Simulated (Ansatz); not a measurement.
## What each rung costs, and what it gives

Saddle point of SiPNH8, closed shell (SiNH₅ ([NH2][SiH3]) + PH₃ → SiPH₅ ([SiH3][PH2]) + NH₃; bonds formed: Si1–P7, N2–H6; bonds broken: Si1–N2, H6–P7), PBE0-D4/def2-TZVP structure:

```tsv
atom	x (Å)	y (Å)	z (Å)
Si1	-1.0841	-0.5537	0.4773
N2	0.7497	-0.4414	0.7816
H3	-1.7707	0.7220	0.7387
H4	-1.3998	-1.4427	1.6464
H5	-1.4001	-1.3373	-0.7281
H6	0.9031	0.2239	-0.0944
P7	-0.0341	1.1948	-1.6706
H8	1.0012	-0.0041	1.6661
H9	1.2418	-1.3289	0.6984
H10	0.7003	2.3000	-1.1488
H11	1.0930	0.6673	-2.3667
```

Barriers are electronic and count from the start structure reached by relaxing down the imaginary mode.

Program: Ansatz 0.2.0. Basis: as named in each row. Cores are frozen in the correlated methods. B3LYP uses VWN-RPA correlation. Extrapolation: Hartree–Fock as exp(−7.88 √X), correlation as X^−2.97.

Times are rough, for one single point on 4 threads of a shared host (Arm Neoverse V1).

The estimate by CCSD(T) at an estimated basis limit (MP2 extrapolated from triple and quadruple zeta, plus CCSD(T) − MP2 in triple zeta) is 1.726 eV.

```json
{"method": "HF", "basis": "STO-3G", "time (s)": "under 1", "barrier (eV)": "4.004", "method less estimate": "2.278"}
{"method": "PBE-D4", "basis": "STO-3G", "time (s)": "under 1", "barrier (eV)": "2.436", "method less estimate": "0.710"}
{"method": "SPW92", "basis": "def2-SVP", "time (s)": "under 1", "barrier (eV)": "1.023", "method less estimate": "-0.703"}
{"method": "B3LYP-D4", "basis": "6-31G", "time (s)": "under 1", "barrier (eV)": "1.133", "method less estimate": "-0.593"}
{"method": "PBE-D4", "basis": "def2-SVP", "time (s)": "under 1", "barrier (eV)": "1.313", "method less estimate": "-0.413"}
{"method": "PBE0-D4", "basis": "def2-SVP", "time (s)": "under 1", "barrier (eV)": "1.463", "method less estimate": "-0.263"}
{"method": "SPW92", "basis": "def2-TZVPP", "time (s)": "2", "barrier (eV)": "1.091", "method less estimate": "-0.635"}
{"method": "CCSD(T)", "basis": "def2-SVP", "time (s)": "2", "barrier (eV)": "1.945", "method less estimate": "0.220"}
{"method": "B3LYP-D4", "basis": "def2-TZVPP", "time (s)": "2", "barrier (eV)": "1.686", "method less estimate": "-0.039"}
{"method": "BLYP-D4", "basis": "def2-TZVPP", "time (s)": "3", "barrier (eV)": "1.575", "method less estimate": "-0.151"}
{"method": "BHLYP-D4", "basis": "def2-TZVPP", "time (s)": "3", "barrier (eV)": "1.859", "method less estimate": "0.134"}
{"method": "CAM-B3LYP-D4", "basis": "def2-TZVPP", "time (s)": "3", "barrier (eV)": "1.796", "method less estimate": "0.070"}
{"method": "wB97M-V", "basis": "def2-SVP", "time (s)": "3", "barrier (eV)": "1.645", "method less estimate": "-0.080"}
{"method": "PBE0-D4", "basis": "def2-TZVPP", "time (s)": "4", "barrier (eV)": "1.501", "method less estimate": "-0.225"}
{"method": "r2SCAN0-D4", "basis": "def2-TZVPP", "time (s)": "4", "barrier (eV)": "1.621", "method less estimate": "-0.105"}
{"method": "PBE-D4", "basis": "def2-TZVPP", "time (s)": "5", "barrier (eV)": "1.353", "method less estimate": "-0.372"}
{"method": "RPA on PBE", "basis": "def2-TZVPP", "time (s)": "5", "barrier (eV)": "1.849", "method less estimate": "0.123"}
{"method": "r2SCAN-D4", "basis": "def2-TZVPP", "time (s)": "5", "barrier (eV)": "1.545", "method less estimate": "-0.181"}
{"method": "PBE-QIDH", "basis": "def2-TZVPP", "time (s)": "5", "barrier (eV)": "1.655", "method less estimate": "-0.071"}
{"method": "B2PLYP", "basis": "def2-TZVPP", "time (s)": "6", "barrier (eV)": "1.778", "method less estimate": "0.053"}
{"method": "wB97X-V", "basis": "def2-TZVPP", "time (s)": "6", "barrier (eV)": "1.779", "method less estimate": "0.054"}
{"method": "wB97M-V", "basis": "def2-TZVPP", "time (s)": "8", "barrier (eV)": "1.705", "method less estimate": "-0.021"}
{"method": "B97M-V", "basis": "def2-TZVPP", "time (s)": "9", "barrier (eV)": "1.698", "method less estimate": "-0.027"}
{"method": "MP2", "basis": "def2-QZVPP", "time (s)": "26", "barrier (eV)": "1.700", "method less estimate": "-0.026"}
{"method": "CCSD(T)", "basis": "def2-TZVPP", "time (s)": "59", "barrier (eV)": "1.773", "method less estimate": "0.048"}
```

All methods are single points on the PBE0-D4 structures.

The T1 diagnostic stays at or below 0.014.

Labels in which every atom is bracketed show which atoms are joined, not bond orders.
